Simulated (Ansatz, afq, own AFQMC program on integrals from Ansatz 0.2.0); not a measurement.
# BH₂O (doublet): AFQMC on the coupled-cluster ladder at distance B1–O2 = 1.667 Å, cc-pVDZ

Aim: compute BH₂O (doublet) with auxiliary-field quantum Monte Carlo on the same integrals as coupled cluster, and set the energies side by side.

Computed with Ansatz 0.2.0, Gaussian basis, and an in-house AFQMC program (afq) on its integrals; all values are calculated. Level: cc-pVDZ, frozen cores.

Plan: PBE (unrestricted); r2SCAN (unrestricted); PBE0 (unrestricted); B3LYP (unrestricted); wB97M-V (unrestricted); B2PLYP (unrestricted); CCSD(T) on UHF; CCSDT(Q) on UHF; Phaseless AFQMC, CISD trial on UHF.

## 1. What is computed

The geometry derives from a PBE0/def2-TZVP stationary point (not a proven minimum). One bond is set to the value named and the two fragments are kept rigid.

4 atoms, charge 0, spin multiplicity 2.

Atoms are counted from 1 here; the program's logs count them from 0.

Bond lengths: B1–O2 1.667 Å, B1–H3 1.201 Å, O2–H4 0.961 Å. Angles: O2–B1–H3 121.0°, B1–O2–H4 114.7°.

## 2. PBE (unrestricted)

in.yaml

```yaml
crystal:
  periodic: [false, false, false]
  atoms:
    - {symbol: B, position_ang: [0.000000, -0.297440, 0.929548]}
    - {symbol: O, position_ang: [0.000000, 0.201715, -0.660966]}
    - {symbol: H, position_ang: [0.000000, 0.499961, 1.827195]}
    - {symbol: H, position_ang: [0.000000, -0.511554, -1.305628]}
basis:
  gaussian: {orbitals: cc-pVDZ}
magnetization: {spin_polarized: true, initial_magnetization: 1}
hamiltonian: {xc: {name: PBE}}
output: {orbitals: {seedname: orbitals}}
```

On the command line:

```sh
> ansatz run in.yaml --threads 1 --pin off --events-out ev --progress --plain --max-ram 1382MiB
```

Output:

```text
Functional definition: PBE
  name "PBE"
  cite "Perdew, Burke & Ernzerhof, Phys. Rev. Lett. 77, 3865 (1996) doi:10.1103/PhysRevLett.77.3865"
  parent pbe
  parameter kappa = 0.804
  parameter beta = 0.06672455060314922
  exchange = pbe_x(kappa = kappa, mu = beta*pi^2/3)
  correlation = pbe_c(beta = beta)
405 factors; their error is unknown
mean field evaluation 1: about -2745.9239 eV, gradient 3.4e1 eV
mean field evaluation 2: about -2674.5432 eV, gradient 1.2e2 eV
mean field evaluation 4: about -2750.0191 eV, gradient 4.7e0 eV
mean field evaluation 8: about -2750.1362 eV, gradient 8.3e-2 eV
mean field evaluation 16: about -2750.1362 eV, gradient 3.3e-5 eV
mean field -2750.13620227 eV, -101.0656413243 hartree, gradient 3.3e-5 eV, S^2 0.753055; 0 other end points of the search recorded, 0 dependent functions left out
reference -2750.13622710 eV, -101.0656422365 hartree; 8, 7 occupied and 30, 31 virtual orbitals, 405 factors
Total energy: -2750.13622710 eV, -101.0656422365 hartree
```

Wall time 0.63 s (1 thread of Arm Neoverse V1, shared host).

From the report: ⟨S²⟩ of the determinant 0.753 (pure doublet: 0.75).

## 3. r2SCAN (unrestricted)

Edit in.yaml of step 2 so:

```diff
@@ -10,3 +10,2 @@
 magnetization: {spin_polarized: true, initial_magnetization: 1}
-hamiltonian: {xc: {name: PBE}}
-output: {orbitals: {seedname: orbitals}}
+hamiltonian: {xc: {name: r2SCAN}}
```

Same command.

Output:

```text
Functional definition: r2SCAN
  name "r2SCAN"
  cite "Furness, Kaplan, Ning, Perdew & Sun, J. Phys. Chem. Lett. 11, 8208 (2020) doi:10.1021/acs.jpclett.0c02405"
  cite "Furness, Kaplan, Ning, Perdew & Sun, J. Phys. Chem. Lett. 11, 9248 (2020) doi:10.1021/acs.jpclett.0c03077"
  parent r2scan
  parameter k0 = 0.174
  parameter k1 = 0.065
  parameter a1 = 4.9479
  exchange = r2scan_x(k0 = k0, k1 = k1, a1 = a1)
  correlation = r2scan_c
405 factors; their error is unknown
mean field evaluation 1: about -2748.3843 eV, gradient 3.2e1 eV
mean field evaluation 2: about -2697.5996 eV, gradient 1.0e2 eV
mean field evaluation 4: about -2752.0259 eV, gradient 3.1e0 eV
mean field evaluation 8: about -2752.0887 eV, gradient 2.0e-2 eV
mean field evaluation 16: about -2752.0619 eV, gradient 6.8e-5 eV
mean field -2752.06189729 eV, -101.1364093108 hartree, gradient 3.7e-6 eV, S^2 0.753804; 0 other end points of the search recorded, 0 dependent functions left out
reference -2752.06190596 eV, -101.1364096295 hartree; 8, 7 occupied and 30, 31 virtual orbitals, 405 factors
Total energy: -2752.06190596 eV, -101.1364096295 hartree
```

Wall time 1.8 s (1 thread of Arm Neoverse V1, shared host).

From the report: ⟨S²⟩ of the determinant 0.754 (pure doublet: 0.75).

## 4. PBE0 (unrestricted)

Edit in.yaml of step 3 so:

```diff
@@ -10,2 +10,3 @@
 magnetization: {spin_polarized: true, initial_magnetization: 1}
-hamiltonian: {xc: {name: r2SCAN}}
+hamiltonian: {xc: {name: PBE0}}
+output: {orbitals: {seedname: orbitals}}
```

Same command.

Output:

```text
Functional definition: PBE0
  name "PBE0"
  cite "Adamo & Barone, J. Chem. Phys. 110, 6158 (1999) doi:10.1063/1.478522"
  cite "Perdew, Burke & Ernzerhof, Phys. Rev. Lett. 77, 3865 (1996) doi:10.1103/PhysRevLett.77.3865"
  parent pbe
  parameter a = 0.25
  parameter kappa = 0.804
  parameter beta = 0.06672455060314922
  exchange = (1 - a)*pbe_x(kappa = kappa, mu = beta*pi^2/3) + a*exact_x
  correlation = pbe_c(beta = beta)
347 factors; integrals over basis functions are off by at most 1.4e-3 eV
mean field evaluation 1: about -2746.8258 eV, gradient 3.0e1 eV
mean field evaluation 2: about -2722.4713 eV, gradient 8.0e1 eV
mean field evaluation 4: about -2750.2118 eV, gradient 1.6e0 eV
mean field evaluation 8: about -2750.2278 eV, gradient 6.7e-2 eV
mean field evaluation 16: about -2750.2279 eV, gradient 3.8e-5 eV
mean field -2750.22790525 eV, -101.0690113466 hartree, gradient 3.8e-5 eV, S^2 0.752689; 0 other end points of the search recorded, 0 dependent functions left out
reference -2750.22792399 eV, -101.0690120352 hartree; 8, 7 occupied and 30, 31 virtual orbitals, 347 factors
Total energy: -2750.22792399 eV, -101.0690120352 hartree
```

Wall time 0.72 s (1 thread of Arm Neoverse V1, shared host).

From the report: ⟨S²⟩ of the determinant 0.753 (pure doublet: 0.75).

## 5. B3LYP (unrestricted)

Edit in.yaml of step 4 so:

```diff
@@ -10,3 +10,2 @@
 magnetization: {spin_polarized: true, initial_magnetization: 1}
-hamiltonian: {xc: {name: PBE0}}
-output: {orbitals: {seedname: orbitals}}
+hamiltonian: {xc: {name: B3LYP}}
```

The command is unchanged.

Output, shortened:

```text
Functional definition: B3LYP
  name "B3LYP"
  cite "Stephens, Devlin, Chabalowski & Frisch, J. Phys. Chem. 98, 11623 (1994) doi:10.1021/j100096a001"
  cite "Becke, Phys. Rev. A 38, 3098 (1988) doi:10.1103/PhysRevA.38.3098"
  cite "Lee, Yang & Parr, Phys. Rev. B 37, 785 (1988) doi:10.1103/PhysRevB.37.785"
  cite "Vosko, Wilk & Nusair, Can. J. Phys. 58, 1200 (1980) doi:10.1139/p80-159"
[...]
347 factors; integrals over basis functions are off by at most 1.4e-3 eV
[...]
mean field -2753.63095286 eV, -101.1940710395 hartree, gradient 4.7e-5 eV, S^2 0.752023; 0 other end points of the search recorded, 0 dependent functions left out
reference -2753.63111849 eV, -101.1940771262 hartree; 8, 7 occupied and 30, 31 virtual orbitals, 347 factors
Total energy: -2753.63111849 eV, -101.1940771262 hartree
```

Run time: 0.76 s. Hardware: 1 thread of Arm Neoverse V1, shared host.

From the report: ⟨S²⟩ of the determinant 0.752 (pure doublet: 0.75).

## 6. wB97M-V (unrestricted)

Edit in.yaml of step 5 so:

```diff
@@ -10,2 +10,3 @@
 magnetization: {spin_polarized: true, initial_magnetization: 1}
-hamiltonian: {xc: {name: B3LYP}}
+hamiltonian: {xc: {name: wB97M-V}}
+output: {orbitals: {seedname: orbitals}}
```

Launched as before.

Output, shortened:

```text
Functional definition: wB97M-V
  name "wB97M-V"
  cite "Mardirossian & Head-Gordon, J. Chem. Phys. 144, 214110 (2016) doi:10.1063/1.4952647"
  cite "Becke, J. Chem. Phys. 107, 8554 (1997) doi:10.1063/1.475007"
  cite "Vydrov & Van Voorhis, J. Chem. Phys. 133, 244103 (2010) doi:10.1063/1.3521275"
  # Of w^i u^j: cxij and so on, Table III.
[...]
  gx(w, u) = 1 - cx + cx01*u + cx10*w
  gss(w, u) = css00 + css04*u^4 + css10*w + css20*w^2 + css43*w^4*u^3
  gos(w, u) = cos00 + cos10*w + (cos20 + cos21*u)*w^2 + (cos60 + cos61*u)*w^6
[...]
      + integral(e_c_pw_mod_opposite_spin*gos(b97_w_opposite, b97_u_opposite)) + vv10(b, c)
347 factors; integrals over basis functions are off by at most 1.4e-3 eV
111 factors; integrals over basis functions are off by at most 1.2e-5 eV
[...]
mean field -2752.24711857 eV, -101.1432160673 hartree, gradient 3.5e-5 eV, S^2 0.751746; 0 other end points of the search recorded, 0 dependent functions left out
reference -2752.24714804 eV, -101.1432171503 hartree; 8, 7 occupied and 30, 31 virtual orbitals, 347 factors
Total energy: -2752.24714804 eV, -101.1432171503 hartree
```

It took 2.8 s on 1 thread of Arm Neoverse V1, shared host.

From the report: ⟨S²⟩ of the determinant 0.752 (pure doublet: 0.75).

## 7. B2PLYP (unrestricted)

Edit in.yaml of step 6 so:

```diff
@@ -10,3 +10,3 @@
 magnetization: {spin_polarized: true, initial_magnetization: 1}
-hamiltonian: {xc: {name: wB97M-V}}
-output: {orbitals: {seedname: orbitals}}
+hamiltonian: {xc: {name: B2PLYP}}
+correlation: {electrons: outside_noble_gas}
```

Launched as before.

Output, shortened:

```text
Functional definition: B2PLYP
  name "B2PLYP"
  cite "Grimme, J. Chem. Phys. 124, 034108 (2006) doi:10.1063/1.2148954"
  cite "Becke, Phys. Rev. A 38, 3098 (1988) doi:10.1103/PhysRevA.38.3098"
  cite "Lee, Yang & Parr, Phys. Rev. B 37, 785 (1988) doi:10.1103/PhysRevB.37.785"
[...]
347 factors; integrals over basis functions are off by at most 1.4e-3 eV
[...]
mean field -2748.49980942 eV, -101.0055049960 hartree, gradient 3.8e-6 eV, S^2 0.752601; 0 other end points of the search recorded, 0 dependent functions left out
2 core orbitals not correlated: weight in the atoms' cores, before any rotation towards them, 1.000 or more for the frozen orbitals, at most 0.000 for the correlated occupied ones
reference -2748.49991458 eV, -101.0055088606 hartree; 6, 5 occupied and 30, 31 virtual orbitals, 347 factors
second order -8.86825687 eV of doubles, -0.00000000 eV of singles
Total energy: -2750.89434393 eV, -101.0935025164 hartree
```

Wall time 0.93 s (1 thread of Arm Neoverse V1, shared host).

From the report: ⟨S²⟩ of the determinant 0.753 (pure doublet: 0.75).

## 8. CCSD(T) on UHF

Edit in.yaml of step 7 so:

```diff
@@ -10,3 +10,2 @@
 magnetization: {spin_polarized: true, initial_magnetization: 1}
-hamiltonian: {xc: {name: B2PLYP}}
-correlation: {electrons: outside_noble_gas}
+correlation: {method: ccsd_t, electrons: outside_noble_gas, hamiltonian_folder: ham}
```

The command is unchanged.

Output, shortened:

```text
Functional definition: HF
  name "HF"
  cite "Fock, Z. Phys. 61, 126 (1930) doi:10.1007/BF01340294"
  parent pbe
[...]
347 factors; integrals over basis functions are off by at most 1.4e-3 eV
[...]
mean field -2738.57165668 eV, -100.6406521125 hartree, gradient 4.0e-6 eV, S^2 0.753320; 1 other end points of the search recorded, 0 dependent functions left out
determinant -2738.57165668 eV, -100.6406521125 hartree, with singles and doubles -2746.12360613 eV, -100.9181811358 hartree
determinant -2736.13978642 eV, -100.5512825287 hartree, with singles and doubles -2743.82237867 eV, -100.8336125866 hartree
2 core orbitals not correlated: weight in the atoms' cores, before any rotation towards them, 1.000 or more for the frozen orbitals, at most 0.000 for the correlated occupied ones
reference -2738.57165668 eV, -100.6406521125 hartree; 6, 5 occupied and 30, 31 virtual orbitals, 347 factors
second order -7.07353909 eV of doubles, -0.00000000 eV of singles
cycle   1  -7.55202493 eV  change   -7.5e-5 eV  update   1.0e-3
[...]
cycle   7  -7.55235702 eV  change    1.9e-6 eV  update   4.9e-6
perturbative correction -0.21532659 eV, -0.0079131064 hartree
Total energy: -2746.33934029 eV, -100.9261092201 hartree
```

It took 1.3 s on 1 thread of Arm Neoverse V1, shared host.

From the report: ⟨S²⟩ of the determinant 0.753 (pure doublet: 0.75); correlation -7.7677 eV; T1 0.026; largest double amplitude 0.04.

This run also writes the integrals to the folder ham.

## 9. CCSDT(Q) on UHF

Edit in.yaml of step 8 so:

```diff
@@ -10,2 +10,2 @@
 magnetization: {spin_polarized: true, initial_magnetization: 1}
-correlation: {method: ccsd_t, electrons: outside_noble_gas, hamiltonian_folder: ham}
+correlation: {method: ccsdt_q, electrons: outside_noble_gas}
```

Same command.

Output, shortened:

```text
Functional definition: HF
  name "HF"
  cite "Fock, Z. Phys. 61, 126 (1930) doi:10.1007/BF01340294"
  parent pbe
[...]
671 factors; integrals over basis functions are off by at most 1.7e-7 eV
[...]
mean field -2738.57168015 eV, -100.6406529751 hartree, gradient 4.0e-6 eV, S^2 0.753320; 1 other end points of the search recorded, 0 dependent functions left out
determinant -2738.57168015 eV, -100.6406529751 hartree, with singles and doubles -2746.12362731 eV, -100.9181819144 hartree
determinant -2736.13982602 eV, -100.5512839840 hartree, with singles and doubles -2743.82241600 eV, -100.8336139583 hartree
2 core orbitals not correlated: weight in the atoms' cores, before any rotation towards them, 1.000 or more for the frozen orbitals, at most 0.000 for the correlated occupied ones
reference -2738.57168015 eV, -100.6406529751 hartree; 6, 5 occupied and 30, 31 virtual orbitals, 671 factors
second order -7.07356453 eV of doubles, -0.00000000 eV of singles
cycle   1  -7.20675497 eV  change   -1.3e-1 eV  update   1.0e-1
[...]
cycle  19  -7.79285930 eV  change   -3.0e-7 eV  update   7.7e-7
perturbative correction -0.02760666 eV, -0.0010145259 hartree
Total energy: -2746.39214611 eV, -100.9280497981 hartree
```

Run time: 20 s. Hardware: 1 thread of Arm Neoverse V1, shared host; peak memory 0.33 GiB.

From the report: ⟨S²⟩ of the determinant 0.753 (pure doublet: 0.75); correlation -7.8205 eV; T1 0.027; largest double amplitude 0.05.

## 10. Phaseless AFQMC, CISD trial on UHF

It reads the integrals that the CCSD(T) run on this determinant wrote.

On the command line:

```sh
> afq ham --method phaseless --trial cisd --walkers 60 --populations 1 --least-time 40 --time-step 0.005 --steps-per-block 50 --equilibration-blocks 28 --max-blocks 300 --target-error 0.0004 --factor-cut 1e-05 --start spin_pure --seed 4122 --release-times 0.24,0.51,0.99,1.62,2.4 --release-step 0.03 --release-every 4 --taylor-order 6
```

Output:

```text
orbitals 36  electrons 6 5  factors 271 of 347
reference energy -100.64065211 Eh
CCSD correlation -0.27754366 Eh in 12 cycles, weight of the determinant in the CISD state 0.8945
energy of the start -100.918151 Eh
 block  time / (1/Eh)  mean weight  energy / Eh
     1     0.250  0.9987  -100.915719
     2     0.500  0.9992  -100.918911
     3     0.750  1.0008  -100.919982
     4     1.000  0.9968  -100.925533
     5     1.250  0.9983  -100.925693
     6     1.500  0.9986  -100.921378
     7     1.750  0.9983  -100.927138
     8     2.000  1.0004  -100.922069
     9     2.250  0.9983  -100.925835
    10     2.500  0.9965  -100.920077
    17     4.250  0.9978  -100.925592
    25     6.250  1.0006  -100.937429
    33     8.250  0.9970  -100.928978
    41    10.250  0.9990  -100.933385
    49    12.250  1.0016  -100.921296
    57    14.250  0.9987  -100.925215
    65    16.250  1.0003  -100.925086
    73    18.250  0.9999  -100.926663
    81    20.250  0.9990  -100.925906
    89    22.250  1.0028  -100.923850
    97    24.250  0.9985  -100.927440
   105    26.250  0.9999  -100.923569
   113    28.250  0.9992  -100.950334
   121    30.250  0.9991  -100.928360
   129    32.250  1.0017  -100.925895
   137    34.250  0.9995  -100.928930
   145    36.250  1.0020  -100.922018
   153    38.250  0.9976  -100.924889
   161    40.250  0.9992  -100.926254
   169    42.250  0.9997  -100.929433
   177    44.250  1.0002  -100.926145
   185    46.250  1.0000  -100.924437
   193    48.250  0.9987  -100.921257
   201    50.250  1.0015  -100.931231
   209    52.250  1.0001  -100.926906
   217    54.250  1.0008  -100.918240
   225    56.250  1.0011  -100.932802
   233    58.250  1.0000  -100.926409
   241    60.250  1.0000  -100.924757
   249    62.250  0.9988  -100.932422
   257    64.250  1.0004  -100.929720
   265    66.250  0.9996  -100.939377
   273    68.250  1.0012  -100.941301
   281    70.250  1.0016  -100.946926
   289    72.250  0.9996  -100.926541
   297    74.250  1.0027  -100.920113
   305    76.250  0.9984  -100.928002
   313    78.250  1.0019  -100.924836
   321    80.250  1.0004  -100.922181
blocks merged  error / Eh  count
     1  0.000369  300
     2  0.000421  150
     4  0.000456  75
     8  0.000492  37
    16  0.000445  18
    32  0.000534  9
released: time / (1/Eh)  energy / Eh  error  mean overlap
  0.24  -100.926925  0.000477  1.0015
  0.51  -100.927740  0.000560  1.0022
  0.99  -100.927790  0.000585  0.9781
  1.62  -100.927201  0.000789  0.9624
  2.40  -100.928397  0.001035  0.9433
energy -100.927240 +/- 0.000492 Eh
```

Wall time 7.6 min (1 thread of Arm Neoverse V1, shared host).

Energy -2746.3701 ± 0.0134 eV. Caveats: constraint bias not in the error.

## 11. All levels side by side

On the UHF determinant, counted from CCSDT(Q) (a yardstick, not exact):

| level | energy (eV) | from CCSDT(Q) (kJ/mol) | statistical error (kJ/mol) | time |
| --- | --- | --- | --- | --- |
| HF | -2738.5717 | +754.6 |  |  |
| MP2 | -2745.6452 | +72.1 |  |  |
| CCSD | -2746.1240 | +25.9 |  |  |
| CCSD(T) | -2746.3393 | +5.1 |  |  |
| CCSDT(Q) | -2746.3921 | 0.0 |  |  |
| Phaseless AFQMC, CISD trial, step 0.005, 60 walkers | -2746.3701 | +2.1 | 1.3 | 7.6 min |

The functionals' totals stand on their own zeros and serve differences with other points: PBE -2750.136 eV; r2SCAN -2752.062 eV; PBE0 -2750.228 eV; B3LYP -2753.631 eV; wB97M-V -2752.247 eV; B2PLYP -2750.894 eV.

## 12. Outcome

| quantity | value |
| --- | --- |
| CCSD(T) on UHF from CCSDT(Q) | +5.1 kJ/mol |
| Phaseless AFQMC, CISD trial on UHF from CCSDT(Q) | +2.1 ± 1.3 kJ/mol |

What this shows: On UHF the phaseless walk with the CISD trial lies +2.1 kJ/mol from CCSDT(Q), within three error bars. Error bars are statistical and leave out the constraint, the time step and what remains of the start.
